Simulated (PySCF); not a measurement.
A family of related molecules: Y=E=Y. Gas-phase values, no solvent. Strings in code marks are SMILES.

The T1 excitation (TDA) from two functionals at the same geometries (B3LYP-D3(BJ)/def2-TZVP), both in PySCF: PBE-D3(BJ)/def2-TZVP and B3LYP-D3(BJ)/def2-TZVP. B3LYP has the VWN-RPA correlation part, as in Gaussian. Excitations are Tamm–Dancoff values on a coarser integration grid. The basis has no diffuse functions, so Rydberg states are missing or too high.

```csv
species,B3LYP-D3(BJ)/def2-TZVP (eV)
`S=[Si]=S`,3.71
`C=C=O`,3.56
`N=C=O`,6.18
`N=C=N`,5.79
`O=S=O`,3.11
`O=[Se]=O`,2.29
```

Q: What does PBE-D3(BJ)/def2-TZVP give for each?

A: 
- `S=[Si]=S`: 3.59
- `C=C=O`: 3.50
- `N=C=O`: 6.14
- `N=C=N`: 5.74
- `O=S=O`: 3.06
- `O=[Se]=O`: 2.29
Over these rows, drawn at random from the members with no instability flagged (it was tested for open shells, ions and some series alone), PBE minus B3LYP-D3(BJ): mean -0.05 eV, from -0.12 eV to 0.00 eV.
